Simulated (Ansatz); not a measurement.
nitrous oxide (SMILES N#[N+][O-]) moved off its minimum; all values from Ansatz (a quantum-chemistry and plane-wave program), cores frozen in correlated methods.
(charge 0, multiplicity 1)
```xyz
3

N      0.1163    -0.0827    -1.1052
N      0.1110    -0.0543    -0.0474
O      0.0678    -0.0013     1.2033
```

Forces at wB97M-V/def2-TZVPP (eV/Å):

```tsv
atom	Fx	Fy	Fz
N1	0.163	-0.291	-8.489
N2	-0.385	0.493	11.978
O3	0.222	-0.201	-3.489
```

### Question
Give the forces (eV/Å), the total energy and the dipole at CCSD(T)/aug-cc-pVTZ.

### Answer

| atom | Fx | Fy | Fz |
|---|---|---|---|
| N1 | 0.173 | -0.350 | -10.673 |
| N2 | -0.377 | 0.529 | 13.640 |
| O3 | 0.204 | -0.179 | -2.967 |
Energy -184.4034 hartree, dipole 0.78 D.
